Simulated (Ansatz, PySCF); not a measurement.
This PySCF input computes a r2SCAN/def2-TZVPD energy:

```python
from pyscf import gto, scf, dft

mol = gto.M(
    atom='''
    C     0.00227663    1.20322040    0.44486336
    C    -0.00323775   -1.10658101    0.32114868
    C     0.75429655    0.05058455   -0.25644294
    C    -0.75323020    0.05431008   -0.25880444
    H     0.00551906    2.07512735   -0.24949554
    H    -0.00521134   -1.21291184    1.41329693
    H    -0.00467620   -2.04349842   -0.23866461
    H     1.26715092   -0.01708750   -1.21288037
    H    -1.26341383   -0.01083375   -1.21684443
    ''',
    basis='def2-tzvpd',
    charge=-1,
    spin=0,
    verbose=4,
)

mf = dft.RKS(mol, xc='r2scan').density_fit(auxbasis='def2-universal-jkfit')
mf.grids.level = 4
mf.conv_tol = 1e-9
mf.max_cycle = 100
mf.max_memory = 1500
mf.kernel()
if not mf.converged:
    mf = mf.newton()
    mf.kernel(mf.make_rdm1())
mf.analyze()
```

Write an input for the same energy in Ansatz (a program for electronic structure) and say what it gives.


Ansatz 0.2 input:
```yaml
crystal:
  periodic: [false, false, false]
  atoms:
    - {symbol: C, position_ang: [0.00227663, 1.20322040, 0.44486336]}
    - {symbol: C, position_ang: [-0.00323775, -1.10658101, 0.32114868]}
    - {symbol: C, position_ang: [0.75429655, 0.05058455, -0.25644294]}
    - {symbol: C, position_ang: [-0.75323020, 0.05431008, -0.25880444]}
    - {symbol: H, position_ang: [0.00551906, 2.07512735, -0.24949554]}
    - {symbol: H, position_ang: [-0.00521134, -1.21291184, 1.41329693]}
    - {symbol: H, position_ang: [-0.00467620, -2.04349842, -0.23866461]}
    - {symbol: H, position_ang: [1.26715092, -0.01708750, -1.21288037]}
    - {symbol: H, position_ang: [-1.26341383, -0.01083375, -1.21684443]}
basis:
  gaussian:
    orbitals: def2-TZVPD
hamiltonian:
  xc: {name: r2SCAN}
total_charge: -1
output: {forces: true}
```
It gives -155.23671 Eh, and PySCF -155.23676 Eh, a difference of 0.05 mEh, from the treatment of integrals and grids.

It need not be the lowest isomer of its formula. Whether it binds its extra electron was not tested at this geometry.
